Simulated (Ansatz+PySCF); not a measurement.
Two shapes of singlet NaH₂O(+).

Shape 1:

```xyz
4

Na    0.0000    0.0000   -1.0981
O     0.0000    0.0000    1.0893
H     0.0000    0.7637    1.6822
H     0.0000   -0.7637    1.6822
```

Shape 2:

```xyz
4

Na   -0.0360    0.0300   -1.1156
O    -0.0050    0.0310    1.0503
H     0.0472    0.7538    1.6954
H    -0.0197   -0.7331    1.7166
```

Basis set: def2-SVP (spherical functions). Left uncorrelated: 2 orbitals. Charge 1, multiplicity 1.

Computed with Ansatz (development build ahead of 0.2.0); each method stands on the lowest determinant of its kind that the runs found.

(1) Which shape is lower in energy, and by how much in each method?

Answers

(1)

```
               method  E(2) − E(1) (eV)
              RHF-MP2             0.075
              UHF-MP2             0.075
          RHF-CCSD(T)             0.075
r²SCAN (unrestricted)             0.071
 ωB97X (unrestricted)             0.083
```

Shape 1 is lower.
